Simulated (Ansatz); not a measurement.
Saddle point of BH₂ClO, singlet (BH₂ClO ([OH][BH][Cl]) → BClO + H₂; bonds formed: H2–H4; bonds broken: B1–H2, O3–H4), PBE0-D4/def2-TZVP structure:

```xyz
5
angstrom
B -0.1219 0.0755 -0.2660
H 0.5259 0.1470 0.9873
O -0.4335 -1.1414 -0.4688
H 0.2299 -0.7443 0.7052
Cl -0.2004 1.6633 -0.9577
```

Energies are electronic, without zero-point energy. Barriers and step energies count from the start structure reached by relaxing down the imaginary mode; all methods use the PBE0-D4 structures, on which another method's saddle can fall below an end. Ansatz 0.2.0; basis: def2-TZVPP, with def2-QZVPP for the basis limit; cores frozen in the correlated methods. B3LYP uses VWN-RPA correlation. Extrapolation: Hartree–Fock as exp(−7.88 √X), correlation as X^−2.97.

```
      method  barrier (kJ/mol)  step energy (kJ/mol)
       SPW92                 ?                 131.8
      PBE-D4             226.5                  99.0
     BLYP-D4             236.1                  80.2
   r2SCAN-D4             244.1                 107.0
      B97M-V             251.6                 102.8
     PBE0-D4             254.0                 117.9
    B3LYP-D4             257.7                  98.8
  r2SCAN0-D4             264.1                 121.4
    BHLYP-D4                 ?                 119.6
CAM-B3LYP-D4             267.5                 110.4
     wB97X-V             269.1                 114.5
     wB97M-V             264.6                 108.6
      B2PLYP             259.4                  97.1
    PBE-QIDH             267.0                 119.5
  RPA on PBE             262.5                  94.4
          HF             335.0                 124.8
         MP2                 ?                  95.7
        CCSD             280.1                 109.8
     CCSD(T)             267.0                 103.0
```

(1) Fill in the withheld barriers. (Judge from chemistry; the value comes from the calculation.)

T1 diagnostic: at most 0.018.

Answers

(1) Computed: BHLYP-D4 289.0; MP2 256.9; SPW92 218.4 kJ/mol. Each is the energy of the saddle less that of the start structure, by the same method.

For comparison, the barrier by CCSD(T) at an estimated basis limit (MP2 extrapolated from triple and quadruple zeta, plus CCSD(T) − MP2 in triple zeta) is 266.2 kJ/mol.

Labels in which every atom is bracketed show which atoms are joined, not bond orders.

For scale, one of the runs: CCSD(T)/def2-TZVPP, 132 basis functions, launched by `ansatz run in.yaml --threads 2 --pin off --events-out ev --progress --plain --max-ram 4352MiB`. Time: 3.5 s of wall clock on 2 CPU threads of an Intel Xeon 6975P-C; the host was shared. Peak host memory: 0.74 GiB.
